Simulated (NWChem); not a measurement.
The numbers come from NWChem runs, not from measurements. System: F3N, charge 1, spin multiplicity 2, at the geometry of a parent with another charge or spin, in a state set for the comparison that need not be this species' ground state. Its SCF solution wasn't tested for a lower state.

Job file:

```
start mol
memory heap 100 mb stack 700 mb global 1900 mb
charge 1
geometry units angstroms nocenter noautoz
  F      0.616153    -0.118856     1.065783
  N     -0.003236     0.474531     0.000000
  F      0.616153    -0.118856    -1.065783
  F     -1.229789    -0.131368     0.000000
  symmetry group Cs
end
basis spherical
  * library cc-pvdz
end
scf
  rohf
  nopen 1
  maxiter 100
  thresh 1e-7
  semidirect memsize 60000000 filesize 0
  # guess.movecs holds the orbitals of an unrestricted PBE0 run
  vectors input guess.movecs swap 14 17 output mol.movecs
end
tce
  freeze core 4
  ccsd(t)
  2eorb
  2emet 13
  thresh 1e-6
  maxiter 100
  tilesize 24
end
task tce energy
```

The output up to the point where the run's verdict is printed (cleaned and shortened):

```
             Northwest Computational Chemistry Package (NWChem) 7.3.0
             --------------------------------------------------------

                                NWChem Input Module
                                -------------------

 Scaling coordinates for geometry "geometry" by  1.889725989
 (inverse scale =  0.529177249)

 Turning off AUTOSYM since
 SYMMETRY directive was detected!

                             Geometry "geometry" -> ""
                             -------------------------

 Output coordinates in angstroms (scale by  1.889725989 to convert to a.u.)

  No.       Tag          Charge          X              Y              Z
 ---- ---------------- ---------- -------------- -------------- --------------
    1 F                    9.0000     0.61615300    -0.11885600     1.06578300
    2 N                    7.0000    -0.00323600     0.47453100     0.00000000
    3 F                    9.0000     0.61615300    -0.11885600    -1.06578300
    4 F                    9.0000    -1.22978900    -0.13136800     0.00000000

 Effective nuclear repulsion energy (a.u.)     133.4330224052

            Nuclear Dipole moment (a.u.)
            ----------------------------
        X                 Y               Z
 ---------------- ---------------- ----------------
     0.0000018897    -0.0000056692     0.0000000000

      Symmetry information
      --------------------

 Group name             Cs
 Group number              2
 Group order               2
 No. of unique centers     3

      Symmetry unique atoms

     1    2    4


 Summary of "ao basis" -> "" (spherical)
 ------------------------------------------------------------------------------
       Tag                 Description            Shells   Functions and Types
 ---------------- ------------------------------  ------  ---------------------
 *                          cc-pvdz                   on all atoms

 Summary of "ao basis" -> "ao basis" (spherical)
 ------------------------------------------------------------------------------
       Tag                 Description            Shells   Functions and Types
[...]
   43   0.0147202051541  -0.7288046916097     0.2     0.2
   44   0.0735824824254  -0.7286789296283     0.2     0.2
   45   0.5538662822692  -0.7291566860814     0.2     0.2
   46   0.0005947424766  -0.7287490292974     0.2     0.2
   47   0.0038467228448  -0.7288316624454     0.2     0.2
   48   0.0107070096130  -0.7288436763463     0.2     0.2
   49   0.0526118081228  -0.7287998238497     0.2     0.2
   50   0.3199777535355  -0.7290163020614     0.2     0.2
   51   0.0004430375759  -0.7288553827713     0.2     0.2
   52   0.0031489328640  -0.7288394109092     0.2     0.2
   53   0.0101294357606  -0.7288627593781     0.2     0.2
   54   0.0780140208012  -0.7288249430451     0.2     0.2
   55   0.8129832751081  -0.7289803677973     0.2     0.2
   56   0.0003230869420  -0.7288404860629     0.2     0.2
   57   0.0020597936908  -0.7288848069615     0.2     0.2
   58   0.0072057374838  -0.7288902024704     0.2     0.2
   59   0.0489548663798  -0.7288629873648     0.2     0.2
   60   0.4054361981286  -0.7289898938140     0.2     0.2
   61   0.0002362915098  -0.7288925888691     0.2     0.2
   62   0.0016743532774  -0.7288844937773     0.2     0.2
   63   0.0043494735510  -0.7288970885544     0.2     0.2
   64   0.0188834807166  -0.7288719875898     0.2     0.2
   65   0.0986787426168  -0.7289781178271     0.2     0.2
   66   0.0001759030713  -0.7288814097652     0.2     0.2
   67   0.0010344273187  -0.7289065446146     0.2     0.2
   68   0.0028049705697  -0.7289085939323     0.2     0.2
   69   0.0139254845931  -0.7288934573239     0.2     0.2
   70   0.0985457003405  -0.7289614054333     0.2     0.2
   71   0.0001262829478  -0.7289088961974     0.2     0.2
   72   0.0008830986643  -0.7289052967948     0.2     0.2
   73   0.0023256718921  -0.7289117814717     0.2     0.2
   74   0.0106834182157  -0.7288978088399     0.2     0.2
   75   0.0652065316749  -0.7289554052181     0.2     0.2
   76   0.0000909223731  -0.7289041037173     0.2     0.2
   77   0.0004975059008  -0.7289169843578     0.2     0.2
   78   0.0013849379305  -0.7289173462202     0.2     0.2
   79   0.0072938309233  -0.7289105415306     0.2     0.2
   80   0.0548253773298  -0.7289420153486     0.2     0.2
   81   0.0000619742340  -0.7289170574750     0.2     0.2
   82   0.0004288024872  -0.7289159676143     0.2     0.2
   83   0.0011946109168  -0.7289188826260     0.2     0.2
   84   0.0064635447598  -0.7289122515608     0.2     0.2
   85   0.0497515871807  -0.7289399297785     0.2     0.2
   86   0.0000419576127  -0.7289167453696     0.2     0.2
   87   0.0002166196260  -0.7289217313013     0.2     0.2
   88   0.0007426357941  -0.7289218456214     0.2     0.2
   89   0.0048917762252  -0.7289189131093     0.2     0.2
   90   0.0420726254255  -0.7289326048144     0.2     0.2
   91   0.0000284349038  -0.7289213341860     0.2     0.2
   92   0.0001810543386  -0.7289212986478     0.2     0.2
   93   0.0006427559585  -0.7289224343105     0.2     0.2
   94   0.0047868219633  -0.7289196547770     0.2     0.2
   95   0.0442971701917  -0.7289316155344     0.2     0.2
   96   0.0000194897593  -0.7289226421133     0.2     0.2
   97   0.0001098151010  -0.7289230917034     0.2     0.2
   98   0.0004872958263  -0.7289234956783     0.2     0.2
   99   0.0035887083005  -0.7289222469553     0.2     0.2
  100   0.0320286910958  -0.7289281124071     0.2     0.2
  0 ga offset                   0 size_xx_perproc                 516mx    1
 WRITE TENSOR
  filename: ./mol.t1amp.000000
  unit nr:       79
  file size:            516
  rec_mem (KB):     2048
  rec_size:         262144
  number of tasks:            1
  0 ga offset                   0 size_xx_perproc              280049mx    1
 WRITE TENSOR
  filename: ./mol.t2amp.000000
  unit nr:       80
  file size:         280049
  rec_mem (KB):     2048
  rec_size:         262144
  number of tasks:            2
 ------------------------------------------------------------------------
```

Convergence was not reached. The next line reads: ccsd_energy_loc: maxiter exceeded 101. NWChem stopped with the message: ccsd_energy_loc: maxiter exceeded 101.
